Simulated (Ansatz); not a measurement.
# C3H6ClFO: one species, many methods

One table from this session's results is given with a row withheld; the runs are named, their logs left out.

Method: functionals in def2-TZVPP, the program's frozen cores in correlated methods; program: Ansatz 0.2.0, Gaussian basis.

The runs, in order: LDA (SPW92), PBE-D4, revPBE-D4, BLYP-D4, r2SCAN-D4, B97M-V, PBE0-D4, B3LYP-D4, r2SCANh-D4, r2SCAN0-D4, HSE06-D4, BHLYP-D4, CAM-B3LYP-D4, LC-ωPBE, ωB97X-V, ωB97M-V, B2PLYP, PBE-QIDH; CCSD(T)/def2-SVP; CCSD(T)/def2-TZVPP; MP2/def2-QZVPP; extrapolation to the limit; RPA on PBE.

### The geometry

An earlier PBE0-D4 in a triple-zeta def2 set relaxation fixed the geometry.

12 atoms, charge 0, spin multiplicity 1.

Atoms are counted from 1 here; the program's logs count them from 0.

Bond lengths: C1–C2 1.500 Å, C1–H7 1.090 Å, C1–H8 1.089 Å, C1–H9 1.092 Å, C2–Cl3 1.818 Å, C2–O4 1.388 Å, C2–H10 1.091 Å, O4–C5 1.378 Å, C5–F6 1.376 Å, C5–H11 1.090 Å, C5–H12 1.094 Å. Angles: C2–C1–H7 110.0°, C2–C1–H8 110.3°, C2–C1–H9 109.0°, H7–C1–H8 109.2°, H7–C1–H9 109.0°, H8–C1–H9 109.3°, C1–C2–Cl3 109.8°, C1–C2–O4 108.7°, C1–C2–H10 112.7°, Cl3–C2–O4 110.6°, Cl3–C2–H10 104.1°, O4–C2–H10 111.0°, C2–O4–C5 115.7°, O4–C5–F6 110.6°, O4–C5–H11 106.8°, O4–C5–H12 111.6°, F6–C5–H11 108.3°, F6–C5–H12 107.4° and more.

As a file:

```tsv
atom	x (Å)	y (Å)	z (Å)
C1	-1.5534	-0.4266	-0.7747
C2	-0.3529	-0.4008	0.1234
Cl3	-0.8857	-0.4036	1.8616
O4	0.3886	0.7388	-0.1582
C5	1.6405	0.7952	0.4149
F6	2.4726	-0.1456	-0.1481
H7	-2.1506	0.4733	-0.6249
H8	-2.1657	-1.3021	-0.5630
H9	-1.2195	-0.4628	-1.8139
H10	0.2595	-1.2989	0.0323
H11	2.0429	1.7839	0.1947
H12	1.6005	0.5943	1.4899
```

The first run:

Contents of in.yaml:

```yaml
crystal:
  periodic: [false, false, false]
  atoms:
    - {symbol: C, position_ang: [-1.553445, -0.426606, -0.774746]}
    - {symbol: C, position_ang: [-0.352871, -0.400825, 0.123441]}
    - {symbol: Cl, position_ang: [-0.885659, -0.403637, 1.861563]}
    - {symbol: O, position_ang: [0.388635, 0.738778, -0.158232]}
    - {symbol: C, position_ang: [1.640500, 0.795198, 0.414893]}
    - {symbol: F, position_ang: [2.472606, -0.145582, -0.148093]}
    - {symbol: H, position_ang: [-2.150559, 0.473331, -0.624949]}
    - {symbol: H, position_ang: [-2.165693, -1.302061, -0.562988]}
    - {symbol: H, position_ang: [-1.219486, -0.462845, -1.813852]}
    - {symbol: H, position_ang: [0.259507, -1.298945, 0.032289]}
    - {symbol: H, position_ang: [2.042853, 1.783917, 0.194696]}
    - {symbol: H, position_ang: [1.600511, 0.594277, 1.489876]}
basis:
  gaussian: {orbitals: def2-TZVPP}
hamiltonian: {xc: lda}
output: {orbitals: {seedname: orbitals}}
```

Started as:

```
$ ansatz run in.yaml --threads 4 --pin off --events-out ev --progress --plain --max-ram 10444MiB
```

Among the steps run: LDA; PBE-D4 (GGA); revPBE-D4 (GGA); BLYP-D4 (GGA); r2SCAN-D4 (meta-GGA); B97M-V (meta-GGA); B3LYP-D4 (hybrid); r2SCANh-D4 (hybrid); r2SCAN0-D4 (hybrid); HSE06-D4 (hybrid); BHLYP-D4 (hybrid); CAM-B3LYP-D4 (range-separated); LC-ωPBE (range-separated); ωB97X-V (range-separated); ωB97M-V (range-separated); B2PLYP (double hybrid); PBE-QIDH (double hybrid).

One table of the session follows, with a row left open; its other results are not shown here.

It belongs to the step «Frontier levels by functional». 

| functional | HOMO (eV) | LUMO (eV) | gap (eV) |
| --- | --- | --- | --- |
| LDA (SPW92) | -7.24 | -0.70 | 6.54 |
| PBE-D4 | ? | ? | ? |
| revPBE-D4 | -7.04 | -0.35 | 6.69 |
| BLYP-D4 | -6.98 | -0.36 | 6.62 |
| r2SCAN-D4 | -7.43 | -0.16 | 7.28 |
| B97M-V | -7.57 | -0.10 | 7.47 |
| PBE0-D4 | -8.56 | 0.69 | 9.25 |
| B3LYP-D4 | -8.31 | 0.38 | 8.69 |
| r2SCANh-D4 | -7.97 | 0.26 | 8.23 |
| r2SCAN0-D4 | -8.78 | 0.87 | 9.64 |
| HSE06-D4 | -8.15 | 0.30 | 8.45 |
| BHLYP-D4 | -9.90 | 1.82 | 11.72 |
| CAM-B3LYP-D4 | -10.00 | 1.82 | 11.82 |
| LC-ωPBE | -11.42 | 3.12 | 14.54 |
| ωB97X-V | -11.04 | 2.98 | 14.02 |
| ωB97M-V | -10.89 | 2.75 | 13.64 |

**Question.** Estimate the row for PBE-D4.

As computed: HOMO (eV): -7.10; LUMO (eV): -0.45; gap (eV): 6.65. In the column «HOMO (eV)» it lies between LDA (SPW92) (-7.24) and revPBE-D4 (-7.04).
